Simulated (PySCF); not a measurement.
Start geometry of (Z)-2-buten-1-ol (`C/C=C\CO`) from GFN2-xTB (Å):
```
atom  x, y, z in Å
C1     1.7907   -0.4438   -0.0354
C2     0.8868    0.6703   -0.4490
C3    -0.4147    0.7452   -0.2186
C4    -1.2480   -0.2827    0.4936
O5    -2.6326   -0.0667    0.3443
H6     2.5037   -0.6650   -0.8277
H7     1.2342   -1.3449    0.2061
H8     2.3586   -0.1489    0.8474
H9     1.3741    1.4875   -0.9644
H10   -0.9691    1.6163   -0.5432
H11   -1.0645   -0.2350    1.5725
H12   -0.9834   -1.2964    0.1526
H13   -2.8404   -0.0354   -0.5960
```

Question: What comes out of this run: PBE0-D3(BJ)/def2-SVP geometry optimisation, gas phase (PySCF)?

Answer: 
```
atom  x, y, z in Å
C1     1.7387   -0.4780   -0.1530
C2     0.8607    0.7160   -0.3383
C3    -0.4307    0.8448   -0.0067
C4    -1.3252   -0.1895    0.6013
O5    -2.5238   -0.3380   -0.1203
H6     2.2556   -0.7333   -1.0924
H7     1.1907   -1.3666    0.1894
H8     2.5289   -0.2702    0.5884
H9     1.3488    1.5892   -0.7887
H10   -0.9292    1.8004   -0.2093
H11   -1.6218    0.1299    1.6150
H12   -0.7955   -1.1538    0.7225
H13   -2.2852   -0.5432   -1.0305
```

The energy falls by 0.092 eV over 10 energy and gradient evaluations, the largest force component goes from 0.0116 to 3.0e-04 Eh/bohr, and the atoms move by 0.429 Å rms after alignment. Among the bonds, C2=C3 and C2–H9 change most and about equally (+0.015 to +0.016 Å). Bonds longer at the end by more than 0.005 Å: 8 of 12; shorter: 1. Among the dihedrals that turn most is C2–C3–C4–H12, from -44° to -3°. Rotational constants go from 15164, 2489, 2221 to 12564, 2577, 2357 MHz. The orientation of the end geometry is arbitrary; only internal coordinates are fixed.

The run used 110 basis functions and 70 SCF cycles in all. Hardware: Arm Neoverse V1, one thread, no GPU, shared host. Cost: 49 s of wall time.

No frequency check. The numbers are those of one conformer.
